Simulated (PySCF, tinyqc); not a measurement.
CIS on RHF in the sto-6g basis, for HF, spin multiplicity 1, step by step. The lowest restricted solution is unstable here: a spin-polarised one lies 0.0016 hartree lower (PySCF). One step of it, computed by the program tinyqc.

Task: CIS matrix, triplets. A(ia,jb) = (e_a - e_i) d_ij d_ab - (ij|ab).

orbital energies (hartree): MO1 -26.263151, MO2 -1.429266, MO3 -0.493234, MO4 -0.472063, MO5 -0.472063, MO6 0.353405

Two-electron integrals over orbitals (pq|rs), unique and non-zero (hartree):
```
(11|11) 5.382417    (21|11) -0.534509   (21|21) 0.085553    (22|11) 1.252564
(22|21) -0.024168   (22|22) 0.876546    (31|11) 0.102972    (31|21) -0.016006
(31|22) 0.006698    (31|31) 0.018155    (32|11) -0.121698   (32|21) 0.005417
(32|22) -0.045076   (32|31) 0.020595    (32|32) 0.135558    (33|11) 0.894461
(33|21) -0.008176   (33|22) 0.696289    (33|31) -0.002369   (33|32) -0.015529
(33|33) 0.679939    (41|41) 0.030353    (42|41) 0.040045    (42|42) 0.189646
(43|41) -0.006965   (43|42) -0.027665   (43|43) 0.035666    (44|11) 1.265987
(44|21) -0.014204   (44|22) 0.897527    (44|31) 0.002628    (44|32) -0.065389
(44|33) 0.682156    (44|44) 0.998085    (51|51) 0.030353    (52|51) 0.040045
(52|52) 0.189646    (53|51) -0.006965   (53|52) -0.027665   (53|53) 0.035666
(54|54) 0.053789    (55|11) 1.265987    (55|21) -0.014204   (55|22) 0.897527
(55|31) 0.002628    (55|32) -0.065389   (55|33) 0.682156    (55|44) 0.890506
(55|55) 0.998085    (61|11) 0.110906    (61|21) -0.018523   (61|22) 0.002959
(61|31) -0.012421   (61|32) -0.023285   (61|33) 0.005751    (61|44) 0.002856
(61|55) 0.002856    (61|61) 0.020668    (62|11) -0.159973   (62|21) 0.004503
(62|22) -0.086807   (62|31) -0.019997   (62|32) -0.076452   (62|33) -0.023480
(62|44) -0.085435   (62|55) -0.085435   (62|61) 0.018702    (62|62) 0.091024
(63|11) -0.419962   (63|21) 0.006534    (63|22) -0.236962   (63|31) 0.001570
(63|32) 0.079553    (63|33) -0.095461   (63|44) -0.245062   (63|55) -0.245062
(63|61) -0.004442   (63|62) 0.037022    (63|63) 0.230519    (64|41) -0.006986
(64|42) -0.028415   (64|43) -0.022221   (64|64) 0.028770    (65|51) -0.006986
(65|52) -0.028415   (65|53) -0.022221   (65|65) 0.028770    (66|11) 0.838392
(66|21) -0.008534   (66|22) 0.639233    (66|31) 0.010188    (66|32) 0.046796
(66|33) 0.649191    (66|44) 0.622476    (66|55) 0.622476    (66|61) -0.007255
(66|62) -0.054038   (66|63) -0.023240   (66|66) 0.677209
```

Give: CIS matrix A, triplet.

Result:

CIS matrix A, triplet (hartree), lower triangle:
```
         1>6      2>6     3>6     4>6     5>6
1>6  25.7782
2>6   0.0085   1.1434
3>6  -0.0102  -0.0468  0.1974
4>6   0.0000   0.0000  0.0000  0.2030
5>6   0.0000   0.0000  0.0000  0.0000  0.2030
```
